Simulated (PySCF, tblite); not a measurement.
**A complex of hydrogen fluoride and 3 × water**

A gas-phase complex of hydrogen fluoride and 3 × water; neutral, singlet. The structure comes from a short search (6 tight-binding starts) and was relaxed by PBE0-D3(BJ)/def2-SVPD; another way of binding may lie lower. No frequency run checks that it is a minimum.

Parts: 1 = hydrogen fluoride (F), atoms 1–2; 2 = water (O), atoms 3–5; 3 = water (O), atoms 6–8; 4 = water (O), atoms 9–11.

```xyz
11

F    -1.701    0.904    0.721
H    -1.724    0.892   -0.260
O    -1.663    0.688   -1.727
H    -1.198   -0.184   -1.841
H    -1.156    1.342   -2.216
O    -0.210   -1.319    1.013
H    -0.748   -0.507    1.096
H     0.587   -1.172    1.527
O    -0.371   -1.611   -1.647
H    -0.812   -2.436   -1.861
H    -0.210   -1.626   -0.674
```
Atoms count from 1 in this order.

```csv
contact,kind (by geometry),distance (Å),angle (°)
H2···O3,hydrogen bond,1.482,172
H4···O9,hydrogen bond,1.661,167
H11···O6,hydrogen bond,1.715,165
H7···F1,hydrogen bond,1.744,163
```

Deforming the relaxed parts to their shape here costs 3.3 kcal/mol, which the interaction energies leave out.

Interaction energies are complex less parts, with the parts frozen as they stand in it; counterpoise-corrected, in kcal/mol (PySCF).

Q: Give the interaction energy at each level run.

A: 
| level | interaction | superposition error removed |
| --- | --- | --- |
| wB97M-D3(BJ)/def2-TZVPD | -33.56 | -0.40 |
| PBE0-D3(BJ)/def2-TZVPD | -36.72 | -0.38 |
| RI-MP2/def2-TZVPD | -30.69 | -2.72 |

Q: What holds them together? Decompose the wB97M-D3(BJ)/def2-TZVPD energy: frozen parts, their antisymmetrised product, then relaxation.

A: electrostatic -64.0, Pauli repulsion +76.1, orbital relaxation -42.9, dispersion correction -3.2 kcal/mol, which sum to the value before the counterpoise correction; the Pauli term holds the exchange-correlation of the frozen density too. Of the attraction, 58 % is electrostatic, 39 % is orbital relaxation, 3 % is dispersion correction.

Q: Are the pair energies additive?

A: The pairs sum to -22.99 kcal/mol (1–2 -9.0, 1–3 -1.9, 1–4 -2.2, 2–3 -2.0, 2–4 -3.7, 3–4 -4.1); the rest of -10.57 is a many-body strengthening.

The parts were also relaxed and run alone, at the levels used for the complex: shieldings by PBE0/pcSseg-2; core levels by delta-SCF with SCAN, pcX-2 on the ionised atom and pcseg-1 elsewhere, spin-free X2C.

Q: What does binding change?

A: 
| property | alone | in the complex | change |
| --- | --- | --- | --- |
| F1–H2 bond (Å) | 0.920 | 0.982 | +0.061 |
| shielding of H2 (ppm) | 29.19 | 18.60 | -10.59 |
| shielding of O3 (ppm) | 328.9 | 295.2 | -33.7 |
| shielding of H4 (ppm) | 30.85 | 22.08 | -8.77 |
| shielding of O9 (ppm) | 328.9 | 301.1 | -27.7 |
| F1 1s core level (eV) | 694.12 | 691.97 | -2.15 |
| O3 1s core level (eV) | 539.76 | 539.68 | -0.08 |
| O9 1s core level (eV) | 539.76 | 539.39 | -0.36 |

Density functionals tend to overstate the lengthening and the red shift of so strongly bound an X–H bond.

The 5 runs behind this took 2.4 min in all, one thread each of Intel Xeon 6975P-C on a shared host, launched as `OMP_NUM_THREADS=1 python cluster_run.py task.json out`.
